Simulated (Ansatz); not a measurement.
A calculation with Ansatz (development build ahead of 0.2.0).

```yaml
crystal:
  periodic: [false, false, false]
  atoms:
    - { symbol: Na, position_ang: [0.0, 0.0, -0.17041] }
    - { symbol: H, position_ang: [0.0, 0.0, 1.87451] }
basis:
  gaussian: { orbitals: cc-pVDZ }
hamiltonian:
  xc: hf
```

The input is written out in the form of the current development build from the run's settings.

Results

```
Converged                       : yes
Total energy                    : -162.38278 hartree
Spin squared of the determinant : 0.000
```
